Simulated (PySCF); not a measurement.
# C₄H₆ClF: a tour of settings, part 2 of 2

PySCF 2.14.0. Atoms count from 0. Earlier steps stand in the parts before.

## (4) Spin-spin couplings: PBE0/pcseg-1

Job settings and geometry (Å):

```
{"job": {"kind": "j", "xc": "PBE0", "basis": "pcseg-1"}, "charge": 0, "multiplicity": 1}
C      2.004063    -0.162923    -0.240173
C      0.759328    -0.592966    -0.147615
C     -0.343625     0.171499     0.511289
C     -1.588823     0.317841    -0.343049
F      0.081310     1.411834     0.897889
Cl    -0.775893    -0.708440     2.039677
H      2.301203     0.794615     0.153354
H      2.767423    -0.752794    -0.716104
H      0.454677    -1.555727    -0.530153
H     -1.975610    -0.660648    -0.609705
H     -1.333719     0.868361    -1.246952
H     -2.349136     0.868662     0.205515
```

With the program's defaults for keys left out, this is: PBE0/pcseg-1 indirect spin-spin coupling, non-relativistic, gas phase.

The log of the run:

```text
coarse grid: 10776 points
cycle   1  E = -715.4344334096  dE =  6.490e-01  |g| = 5.665e-01  |ddm| = 3.348e+00
cycle   2  E = -715.3683024715  dE =  6.613e-02  |g| = 8.317e-01  |ddm| = 1.128e+00
cycle   3  E = -715.5029066250  dE = -1.346e-01  |g| = 9.614e-02  |ddm| = 7.014e-01
cycle   4  E = -715.5049827631  dE = -2.076e-03  |g| = 3.255e-02  |ddm| = 1.153e-01
cycle   5  E = -715.5052136447  dE = -2.309e-04  |g| = 1.251e-02  |ddm| = 3.706e-02
cycle   6  E = -715.5052525980  dE = -3.895e-05  |g| = 1.937e-03  |ddm| = 1.206e-02
cycle   7  E = -715.5052534497  dE = -8.517e-07  |g| = 5.619e-04  |ddm| = 2.625e-03
final grid: 100416 points
cycle   8  E = -715.5496066552  dE = -2.536e-05  |g| = 6.846e-03  |ddm| = 2.206e-02
cycle   9  E = -715.5496015208  dE =  5.134e-06  |g| = 8.695e-03  |ddm| = 1.344e-02
cycle  10  E = -715.5496180959  dE = -1.658e-05  |g| = 1.226e-03  |ddm| = 7.744e-03
cycle  11  E = -715.5496183967  dE = -3.008e-07  |g| = 2.250e-04  |ddm| = 1.200e-03
cycle  12  E = -715.5496184070  dE = -1.023e-08  |g| = 1.043e-04  |ddm| = 3.085e-04
cycle  13  E = -715.5496184097  dE = -2.716e-09  |g| = 2.118e-05  |ddm| = 1.106e-04
cycle  14  E = -715.5496184098  dE = -1.080e-10  |g| = 5.027e-06  |ddm| = 2.954e-05
converged SCF energy = -715.5496184098

Indirect spin-spin couplings (Hz)
  i      j    bonds     total        FC       PSO       DSO        SD
  0 C    1 C    1     91.671   101.192    -9.702     0.181         -
  0 C    2 C    2     -2.199    -2.273     0.062     0.012         -
  0 C    3 C    3      2.792     2.701     0.153    -0.061         -
  0 C    4 F    3      7.357     8.287    -1.053     0.079     0.044
  0 C    6 H    1    161.762   161.248    -0.203     0.717         -
  0 C    7 H    1    163.940   163.418    -0.106     0.628         -
  0 C    8 H    2     -4.847    -3.097    -1.254    -0.496         -
  0 C   11 H    4      1.748     1.862     0.262    -0.376         -
  1 C    2 C    1     65.102    66.545    -1.793     0.349         -
  1 C    3 C    2      1.837     1.941    -0.141     0.037         -
  1 C    4 F    2     21.867    23.798    -2.621     0.069     0.621
  1 C    6 H    2     -5.838    -3.907    -1.535    -0.396         -
  1 C    7 H    2     -2.078    -0.260    -1.366    -0.452         -
  1 C    8 H    1    160.919   160.036    -0.149     1.031         -
  1 C    9 H    3      0.927     0.895    -0.103     0.135         -
  1 C   10 H    3      1.038     0.945    -0.036     0.129         -
  1 C   11 H    3      5.303     5.457     0.243    -0.396         -
  2 C    3 C    1     55.344    56.346    -1.310     0.309         -
  2 C    4 F    1   -245.028  -249.306    -8.268     1.232    11.314
  2 C    6 H    3      6.168     6.101    -0.037     0.103         -
  2 C    7 H    3     10.189    10.300     0.246    -0.357         -
  2 C    8 H    2      8.361     8.374    -0.145     0.132         -
  2 C    9 H    2     -0.415    -0.510    -0.076     0.172         -
  2 C   10 H    2     -1.281    -1.415    -0.023     0.157         -
  2 C   11 H    2     -6.107    -6.110    -0.146     0.148         -
  3 C    4 F    2     23.444    26.025    -3.036     0.034     0.421
  3 C    6 H    4     -0.986    -0.939     0.186    -0.234         -
  3 C    7 H    4     -0.939    -0.873     0.220    -0.286         -
  3 C    8 H    3      1.253     1.156     0.020     0.077         -
  3 C    9 H    1    136.804   135.316     0.682     0.806         -
  3 C   10 H    1    135.702   134.208     0.696     0.798         -
  3 C   11 H    1    140.589   139.158     0.611     0.819         -
  4 F    6 H    4      1.845     1.552    -1.310     1.509     0.094
  4 F    7 H    4      1.588     2.144     0.899    -1.324    -0.131
  4 F    8 H    3     14.138    16.166    -0.027    -1.950    -0.050
  4 F    9 H    3     37.026    38.875     0.211    -1.921    -0.139
  4 F   10 H    3      2.838     1.882     1.237     0.036    -0.317
  4 F   11 H    3      6.188     6.318     0.116     0.193    -0.439
  6 H    7 H    2     -2.639    -1.858     2.593    -3.374         -
  6 H    8 H    3     12.428    13.966     1.577    -3.115         -
  6 H    9 H    5     -0.425     0.019     0.861    -1.305         -
  6 H   11 H    5     -0.793    -0.391     0.786    -1.188         -
  7 H    8 H    3      8.785     9.183     0.167    -0.565         -
  7 H    9 H    5     -0.230     0.067     0.604    -0.901         -
  7 H   10 H    5     -0.283    -0.023     0.482    -0.742         -
  7 H   11 H    5     -0.518    -0.028     0.936    -1.427         -
  8 H    9 H    4      0.809     0.157    -0.852     1.504         -
  8 H   11 H    4     -0.170     0.258     1.081    -1.510         -
  9 H   10 H    2    -12.569   -12.212     2.014    -2.370         -
  9 H   11 H    2    -12.847   -12.573     2.006    -2.280         -
 10 H   11 H    2    -12.666   -12.334     1.945    -2.277         -
```

It took 20 s on 1 thread of Arm Neoverse N1, shared host; peak memory 0.62 GiB.

This basis has no tight s functions, so the Fermi-contact terms are rough.

A choice of the couplings up to four bonds, sorted by the number of bonds, with means over like pairs; isotopes 13C, 19F, 1H:

| pair | bonds | J (Hz) | Fermi contact (Hz) | dihedral (°) |
| --- | --- | --- | --- | --- |
| C2–F4 | 1 | -245.0 | -249.3 | – |
| C0–H7 | 1 | 163.9 | 163.4 | – |
| C0–H6 | 1 | 161.8 | 161.2 | – |
| C1–H8 | 1 | 160.9 | 160.0 | – |
| C3–H9 | 1 | 137.7 | 136.2 | – |
| C0–C1 | 1 | 91.7 | 101.2 | – |
| C1–C2 | 1 | 65.1 | 66.5 | – |
| C2–C3 | 1 | 55.3 | 56.3 | – |
| C3–F4 | 2 | 23.4 | 26.0 | – |
| C1–F4 | 2 | 21.9 | 23.8 | – |
| H9–H10 | 2 | -12.7 | -12.4 | – |
| C2–H8 | 2 | 8.4 | 8.4 | – |
| C1–H6 | 2 | -5.8 | -3.9 | – |
| C0–H8 | 2 | -4.8 | -3.1 | – |
| H6–H7 | 2 | -2.6 | -1.9 | – |
| C2–H9 | 2 | -2.6 | -2.7 | – |
| C0–C2 | 2 | -2.2 | -2.3 | – |
| F4–H9 | 3 | 15.4 | 15.7 | – |
| F4–H8 | 3 | 14.1 | 16.2 | -176 |
| H6–H8 | 3 | 12.4 | 14.0 | -179 |
| C2–H7 | 3 | 10.2 | 10.3 | 179 |
| H7–H8 | 3 | 8.8 | 9.2 | 1 |
| C0–F4 | 3 | 7.4 | 8.3 | 5 |
| C2–H6 | 3 | 6.2 | 6.1 | -1 |
| C0–C3 | 3 | 2.8 | 2.7 | 129 |
| C1–H9 | 3 | 2.4 | 2.4 | – |
| F4–H6 | 4 | 1.8 | 1.6 | – |
| F4–H7 | 4 | 1.6 | 2.1 | – |

The spin-dipole term was solved for some atoms only; pairs without it lack that part.

The response was solved for the nuclei of C, F, H alone, so couplings that need other nuclei can be missing.

Quadrupole couplings from the field gradients of the same density:

| atom | isotope | eQq/h (MHz) | η |
| --- | --- | --- | --- |
| Cl5 | 35Cl | -72.1 | 0.05 |

Shifts (PBE0/pcSseg-1, scaled to CDCl3) and these couplings together give the proton spectrum at 600 MHz below. Couplings to quadrupolar nuclei are left out.

1H NMR δ 5.91 (m, 1H), 5.76 (ddd, J = 12.4, 2.6, 1.8 Hz, 1H), 5.41 (ddd, J = 8.8, 2.6, 1.6 Hz, 1H), 1.94 (d, J = 15.4 Hz, 3H).

## (5) NMR shieldings: mPW1PW91/6-31G*

The job, as its differences from that of step 4:

```diff
@@ -1,2 +1,2 @@
-{"job": {"kind": "j", "xc": "PBE0", "basis": "pcseg-1"}, "charge": 0, "multiplicity": 1}
+{"job": {"kind": "nmr", "xc": "mPW1PW91", "basis": "6-31G*", "pop": true, "scf": {"level_shift": 0.2}}, "charge": 0, "multiplicity": 1}
 C      2.004063    -0.162923    -0.240173
```

Method: GIAO mPW1PW91/6-31G* NMR shielding, non-relativistic, gas phase.

The log of the run:

```text
final grid: 100416 points
cycle   1  E = -715.8789022209  dE =  6.809e-01  |g| = 7.038e-01  |ddm| = 3.063e+00
cycle   2  E = -715.8849193239  dE = -6.017e-03  |g| = 7.732e-01  |ddm| = 1.147e+00
cycle   3  E = -715.9871065476  dE = -1.022e-01  |g| = 1.375e-01  |ddm| = 4.149e-01
cycle   4  E = -715.9914587386  dE = -4.352e-03  |g| = 3.298e-02  |ddm| = 1.434e-01
cycle   5  E = -715.9916498456  dE = -1.911e-04  |g| = 5.625e-03  |ddm| = 3.334e-02
cycle   6  E = -715.9916592108  dE = -9.365e-06  |g| = 2.459e-03  |ddm| = 9.585e-03
cycle   7  E = -715.9916606104  dE = -1.400e-06  |g| = 8.461e-04  |ddm| = 2.997e-03
cycle   8  E = -715.9916608091  dE = -1.988e-07  |g| = 1.781e-04  |ddm| = 1.090e-03
cycle   9  E = -715.9916608276  dE = -1.842e-08  |g| = 5.916e-05  |ddm| = 4.464e-04
cycle  10  E = -715.9916608304  dE = -2.896e-09  |g| = 2.307e-05  |ddm| = 1.915e-04
cycle  11  E = -715.9916608309  dE = -4.735e-10  |g| = 9.378e-06  |ddm| = 7.510e-05
level shift removed, Fock matrix diagonalised once more
converged SCF energy = -715.9916608309

GIAO shielding tensors (ppm)
atom      isotropic    diamagn.    paramagn.     s11        s22        s33       span
  0 C       84.771     257.039    -172.269    -13.697     83.146    184.862    198.559
  1 C       63.301     256.228    -192.927    -41.717     80.703    150.918    192.634
  2 C       83.346     239.870    -156.524     58.514     80.290    111.234     52.720
  3 C      164.315     251.199     -86.884    147.569    154.112    191.263     43.694
  4 F      325.418     473.111    -147.693    248.503    329.655    398.097    149.594
  5 Cl     638.660    1146.013    -507.353    387.420    500.974   1027.587    640.167
  6 H       26.703      31.424      -4.721     23.400     25.313     31.396      7.995
  7 H       27.115      29.423      -2.308     24.677     26.415     30.254      5.577
  8 H       26.330      30.620      -4.290     23.945     25.519     29.526      5.581
  9 H       30.789      30.036       0.752     27.581     29.289     35.496      7.915
 10 H       30.766      30.133       0.634     27.068     28.803     36.429      9.361
 11 H       30.252      29.480       0.772     26.959     28.893     34.904      7.945
```

Run time: 14 s. Hardware: 1 thread of Arm Neoverse N1, shared host; peak memory 0.57 GiB.

This run: δ C1 132.7, C2 112.6, C0 111.2, C3 31.6, H8 6.12, H6 5.75 ppm.

## (6) Nuclear shieldings: PBE0/pcSseg-1

The job, as its differences from that of step 5:

```diff
@@ -1,2 +1,2 @@
-{"job": {"kind": "nmr", "xc": "mPW1PW91", "basis": "6-31G*", "pop": true, "scf": {"level_shift": 0.2}}, "charge": 0, "multiplicity": 1}
+{"job": {"kind": "nmr", "xc": "PBE0", "basis": "pcSseg-1", "pop": false, "scf": {"aux": "def2-qzvpp-jkfit"}, "grid": 4}, "charge": 0, "multiplicity": 1}
 C      2.004063    -0.162923    -0.240173
```

Method: GIAO PBE0/pcSseg-1 NMR shielding, non-relativistic, gas phase.

The log of the run:

```text
final grid: 266208 points
cycle   1  E = -715.4984750401  dE =  6.483e-01  |g| = 6.135e-01  |ddm| = 2.961e+00
cycle   2  E = -715.4264455832  dE =  7.203e-02  |g| = 9.072e-01  |ddm| = 1.013e+00
cycle   3  E = -715.5731979281  dE = -1.468e-01  |g| = 1.028e-01  |ddm| = 6.366e-01
cycle   4  E = -715.5754561227  dE = -2.258e-03  |g| = 3.759e-02  |ddm| = 1.086e-01
cycle   5  E = -715.5757585821  dE = -3.025e-04  |g| = 1.360e-02  |ddm| = 3.524e-02
cycle   6  E = -715.5758024625  dE = -4.388e-05  |g| = 2.192e-03  |ddm| = 1.082e-02
cycle   7  E = -715.5758034780  dE = -1.015e-06  |g| = 7.694e-04  |ddm| = 2.602e-03
cycle   8  E = -715.5758035958  dE = -1.178e-07  |g| = 1.177e-04  |ddm| = 8.179e-04
cycle   9  E = -715.5758035975  dE = -1.699e-09  |g| = 6.533e-05  |ddm| = 1.764e-04
cycle  10  E = -715.5758035985  dE = -9.981e-10  |g| = 8.777e-06  |ddm| = 8.167e-05
converged SCF energy = -715.5758035985

GIAO shielding tensors (ppm)
atom      isotropic    diamagn.    paramagn.     s11        s22        s33       span
  0 C       65.162     252.637    -187.474    -46.995     64.698    177.784    224.778
  1 C       39.766     258.049    -218.282    -79.573     61.053    137.819    217.392
  2 C       68.189     238.755    -170.567     42.870     64.285     97.411     54.541
  3 C      152.794     248.623     -95.828    133.902    141.496    182.985     49.083
  4 F      306.755     475.258    -168.503    232.072    309.436    378.757    146.685
  5 Cl     596.720    1146.761    -550.041    328.841    449.008   1012.309    683.468
  6 H       25.724      30.672      -4.948     22.129     24.318     30.724      8.595
  7 H       26.092      28.863      -2.771     23.507     25.326     29.443      5.935
  8 H       25.557      31.473      -5.915     22.960     24.804     28.907      5.947
  9 H       29.959      29.519       0.441     26.642     28.231     35.005      8.364
 10 H       29.962      29.587       0.376     26.171     27.619     36.098      9.927
 11 H       29.382      28.828       0.554     26.026     27.742     34.379      8.352
```

Run time: 37 s. Hardware: 1 thread of Arm Neoverse N1, shared host; peak memory 0.64 GiB.

This run: δ C1 147.2, C0 121.8, C2 118.7, C3 34.1, H8 6.16, H6 5.99 ppm.

## (7) Outcome

The summary covers parts 1 to 2.

| quantity | value |
| --- | --- |
| 13C shifts against TMS (PBE0/pcSseg-1) | 147.2, 121.8, 118.7, 34.1 ppm |
| 1H shifts against TMS (PBE0/pcSseg-1, means over atoms taken as alike) | 6.16, 5.99, 5.62, 1.95 ppm |
| 19F shifts against CFCl3 (PBE0/pcSseg-1) | -135.8 ppm |
| 35Cl shifts against HCl (PBE0/pcSseg-1) | 353 ppm |
| lowest singlet (PBE0/def2-SVPD) | 6.46 eV (192 nm), f = 0.073 |
| brightest single state of those computed | state 3, 7.08 eV, f = 0.131 |
| lowest triplet | 4.29 eV |
| largest coupling of the table (PBE0/pcseg-1) | 1J(C,F) C2–F4, -245.0 Hz |

Single values in the summary come from the first run of each kind that ended normally (PBE0/pcSseg-1; PBE0/def2-SVPD; PBE0/pcseg-1), which need not be the best level. C1 (alkene CH) lies farthest downfield among carbon, at 147.2 ppm; as expected for a trigonal carbon in a double bond. H8 (hydrogen on an alkene CH) lies farthest downfield among hydrogen, at 6.16 ppm; a vinylic proton, deshielded by the sp2 carbon and the C=C anisotropy. At PBE0/pcSseg-1: The widest tensor belongs to Cl5: span 683 ppm, with a paramagnetic part of -550 ppm. The lowest singlet, at 6.46 eV, is HOMO→LUMO 0.48, HOMO−1→LUMO 0.40 and is bright; of the 6 states computed, the strongest absorption comes from state 3 at 7.08 eV (the last state computed is bright too, and its partners may lie past the list). The lowest triplet lies 2.17 eV below the lowest singlet (triplets in Tamm-Dancoff, singlets in full TDDFT). Of the pairs tabulated at PBE0/pcseg-1, C2–F4 couples most strongly (-245.0 Hz; Fermi contact -249.3 Hz). Couplings across rotatable bonds belong to this one conformer; where others are populated, the observed values are averages. Couplings from bases without tight functions are rough.
